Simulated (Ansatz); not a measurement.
`FCC=C(F)F`, relaxed with RKS PBE0-D4/def2-TZVP in the Gaussian-basis code of Ansatz from a GFN2-xTB geometry. The force threshold is 0.005 eV/Å; the program also tests the step.

Total charge 0; spin multiplicity 1.

Start:

```xyz
9

F    -1.672   -0.890    1.116
C    -1.121    0.001    0.230
C     0.360    0.060    0.421
C     1.225    0.025   -0.572
F     0.914   -0.047   -1.860
F     2.539    0.092   -0.434
H    -1.391   -0.331   -0.777
H    -1.582    0.974    0.444
H     0.728    0.116    1.433
```

Problem. By how much does the energy fall, and how many steps does the optimiser take? (Best estimate.)

Solution. Ansatz gave: 4.05 kJ/mol, in 10 steps.

Problem. Which bonds change most? (Best estimate.)

Solution. The calculation gave: F1–C2 from 1.372 to 1.389 Å; C4–F5 from 1.327 to 1.312 Å; C4–F6 from 1.324 to 1.310 Å; C2–C3 from 1.495 to 1.482 Å.

Problem. Give the relaxed structure. (Best estimate.)

Solution. Ansatz gave: 
```xyz
9

F    -1.605   -1.091    0.897
C    -1.117    0.030    0.238
C     0.349    0.140    0.422
C     1.212   -0.030   -0.561
F     0.905   -0.298   -1.808
F     2.513    0.059   -0.435
H    -1.381   -0.060   -0.818
H    -1.631    0.897    0.662
H     0.754    0.353    1.403
```
